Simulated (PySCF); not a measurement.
## Working out the ionisation energy of F

F [He] 2s2 2p5 (2P) → F⁺ [He] 2s2 2p4 (3P). Computed with PySCF 2.14 in cc-pVDZ-DK, with the spin-free X2C one-electron Hamiltonian (Gaussian nucleus). Frozen: 1s2. Energies in hartree (1 hartree = 27.21139 eV):

```json
{"part": "UHF", "F (lower)": "-99.461762", "F⁺ (upper)": "-98.887579"}
{"part": "CCSD correlation", "F (lower)": "-0.151567", "F⁺ (upper)": "-0.112404"}
{"part": "(T)", "F (lower)": "-0.000886", "F⁺ (upper)": "-0.000780"}
```

Question: What does Hartree-Fock give?

Answer: (-98.887579) − (-99.461762) = 0.574183 hartree = 15.624 eV.

Question: What do CCSD and CCSD(T) give?

Answer: The CCSD correlation energies differ by 0.039163 hartree = 1.066 eV and the triples by 0.000106 hartree = 0.003 eV, so CCSD gives 16.690 eV and CCSD(T) 16.693 eV.

Measured between the centres of the two terms (NIST): 17.427 eV, so CCSD(T) (valence) is off by -0.734 eV.

A double-zeta basis recovers only part of the correlation energy.

What remains against the reference includes basis incompleteness, the frozen core and higher excitations.
